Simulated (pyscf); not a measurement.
Single points on ωB97X-D3(BJ)/def2-SVP structures (PySCF, gas phase).

Question: H₃C–Zn–Cl + methyl (CH₃•) → ethane (H₃C–CH₃) + [Cl–Zn]•
Surface: doublet. Broken: C–Zn. Formed: C–C. Give ΔE‡ and ΔE from ωB97M-D3(BJ)/def2-TZVP, relative to the separated reactants.

Answer: ΔE‡ = 1.13 eV, ΔE = -0.96 eV. Zero-point energy shifts the barrier by +0.13 eV. It is a substitution at C, with an imaginary mode of 1080i cm⁻¹. This is the saddle that the search found; another between the same sides may lie lower. The angle at the attacked C is 180°. The term symbol of open-shell Cl–Zn was not checked; spin-orbit terms are left out. Elements up to Kr have no core potential and no relativistic terms here.
